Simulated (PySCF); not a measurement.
Calculation: ωB97X-D3(BJ)/def2-TZVP in PySCF 2.14.0. Isolated molecules, 0 K electronic values unless said otherwise. Delta-SCF ions had no search for a lower state. Excitations are Tamm–Dancoff values on a coarser integration grid. The basis has no diffuse functions, so Rydberg states are missing or too high.

Reference species (SMILES): `[F][Al]([F])[F]` (neutral, multiplicity 1).

The T1 excitation (TDA) is 8.54 eV, the HOMO–LUMO gap is 14.80 eV and the vertical ionisation energy (Delta-SCF) comes out as 14.91 eV.

Changed species: `[F][Al]([F])[Cl]` (1 of 3 F replaced by Cl; the reference has 0 of 3 F replaced by Cl).

### Question
What does the change do to the T1 excitation (TDA), HOMO–LUMO gap and vertical ionisation energy (Delta-SCF)?

### Answer
the T1 excitation (TDA) drops by 1.21 eV, to 7.33 eV; the HOMO–LUMO gap falls by 1.72 eV, to 13.08 eV; the vertical ionisation energy (Delta-SCF) drops by 1.99 eV, to 12.92 eV.
